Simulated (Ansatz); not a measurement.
Results of PBE-D3(BJ) (plane waves, PAW; Ansatz, a quantum-chemistry and plane-wave program) for litharge SnO.

Numerical settings: plane-wave cutoff 500 eV, 10×10×8 k mesh (along the axes of the cell as run), Fermi–Dirac smearing 0.05 eV, scalar-relativistic PAW data made under PBE.

Computed at the level's own relaxed cell.

Task: Give the computed volume per atom, equilibrium lattice constant a and lattice parameter c.

Result: 
- volume per atom: 17.51 Å³/atom
- equilibrium lattice constant a: 3.836 Å
- lattice parameter c: 4.759 Å

Measured, for comparison: lattice constant a 3.801 Å, lattice parameter c 4.835 Å (temperature not stated, not corrected to a static lattice; as tabulated in Electronic properties of the Sn1−xPbxO alloy and band alignment of the SnO/PbO …). Computed (rounded) less measured: lattice constant a +0.9 %, lattice parameter c -1.6 %. A static lattice is as a rule a little smaller and stiffer than an uncorrected measurement, which narrows the difference in the lattice parameter c and would widen misses of the other sign.

Spin–orbit coupling is not included.

Static lattice: no zero-point or thermal effects.
